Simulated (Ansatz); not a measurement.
Input file:

```yaml
crystal:
  periodic: [false, false, false]
  atoms:
    - {symbol: O, position_ang: [0.000000, 0.000000, 1.482333]}
    - {symbol: Ga, position_ang: [0.000000, 0.000000, -0.312174]}
    - {symbol: H, position_ang: [0.000000, -1.411154, -0.967676]}
    - {symbol: H, position_ang: [0.000000, 1.411154, -0.967676]}
basis:
  gaussian: {orbitals: cc-pVDZ}
total_charge: 1
magnetization: {spin_polarized: false}
correlation: {method: ccsdt_q, electrons: outside_noble_gas}
```

```sh
$ ansatz run in.yaml --threads 1 --pin off --events-out ev --progress --plain --max-ram 4096MiB --backend cpu
```

Log:

```
969 factors; integrals over basis functions are off by at most 1.6e-7 eV
mean field evaluation 1: about -54359.9141 eV, gradient 9.1e1 eV
mean field evaluation 2: about -54359.9223 eV, gradient 9.1e1 eV
mean field evaluation 4: about -54382.1765 eV, gradient 2.7e1 eV
mean field evaluation 8: about -54388.4632 eV, gradient 1.9e0 eV
mean field evaluation 16: about -54359.9110 eV, gradient 9.1e1 eV
mean field evaluation 32: about -54387.4488 eV, gradient 1.4e-6 eV
mean field evaluation 64: about -54366.4958 eV, gradient 1.1e1 eV
mean field evaluation 96: about -54387.4491 eV, gradient 7.9e-2 eV
mean field evaluation 128: about -54370.4008 eV, gradient 2.5e1 eV
mean field evaluation 160: about -54368.1552 eV, gradient 4.2e-3 eV
...
cycle  23  -7.87258612 eV  change    1.8e-6 eV  update   1.8e-5
cycle  24  -7.87258614 eV  change   -1.4e-8 eV  update   1.1e-5
cycle  25  -7.87258340 eV  change    2.7e-6 eV  update   7.8e-6
cycle  26  -7.87258527 eV  change   -1.9e-6 eV  update   5.2e-6
cycle  27  -7.87259074 eV  change   -5.5e-6 eV  update   3.8e-6
cycle  28  -7.87259222 eV  change   -1.5e-6 eV  update   2.4e-6
cycle  29  -7.87259425 eV  change   -2.0e-6 eV  update   1.6e-6
cycle  30  -7.87259388 eV  change    3.7e-7 eV  update   1.2e-6
cycle  31  -7.87259314 eV  change    7.4e-7 eV  update   7.9e-7
cycle  32  -7.87259314 eV  change    4.1e-9 eV  update   4.8e-7
perturbative correction -0.20902686 eV, -0.0076815954 hartree
WARN: these amplitudes may be one of several solutions (largest doubles amplitude 0.57, level shift 0.00 eV)
Total energy: -54396.55886961 eV, -1999.0366671462 hartree
```

Ran on 1 thread of AMD EPYC 7R13, shared host: 16 s wall, 0.19 GiB peak host memory.
